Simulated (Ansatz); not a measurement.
Geometry optimisation, RKS r2SCAN/def2-SVP in Ansatz 0.2.0.

Input:

```yaml
crystal:
  periodic: [false, false, false]
  atoms:
    - { symbol: Al, position_ang: [-0.088671, 0.301819, -1.045348] }
    - { symbol: Cl, position_ang: [1.726273, -0.318255, 1.802484] }
    - { symbol: H, position_ang: [2.074151, 0.292854, 0.668588] }
    - { symbol: O, position_ang: [-1.591542, -0.363198, -0.684928] }
    - { symbol: H, position_ang: [-2.414911, -0.75992, -0.408096] }
basis:
  gaussian: { orbitals: def2-SVP }
hamiltonian:
  xc: r2scan
relax:
  f_tol: 0.03
  max_steps: 50
output:
  orbitals: {}
```

Launched with:

```bash
$ ansatz run input.yaml --threads 1 --pin off --max-ram 2048MiB --backend cpu --events-out ev --progress --plain --runs-dir out
```

Task: Where does it end, and by what steps?

Result: The forces met the threshold. After 6 steps the energy has fallen by 0.037 eV; Cl2 moved furthest, 0.29 Å.

```
step  energy less start (eV)  largest force component (eV/Å)  accepted
   0                  0.0000                           0.907       yes
   1                 -0.0130                           0.874       yes
   2                 -0.0292                           0.505       yes
   3                 -0.0339                           0.317       yes
   4                 -0.0358                           0.169       yes
   5                 -0.0370                           0.043       yes
   6                 -0.0371                           0.011       yes
```

```xyz
5
Properties=species:S:1:pos:R:3
Al -0.192 0.283 -1.082
Cl 1.987 -0.279 1.918
H 2.161 0.279 0.766
O -1.705 -0.371 -0.752
H -2.546 -0.758 -0.518
```

Whether the end is a true minimum wasn't checked by a vibrational analysis.

Time of the run: 22 s on 1 thread of Arm Neoverse V2, with other jobs on the host, peak memory 0.13 GiB.
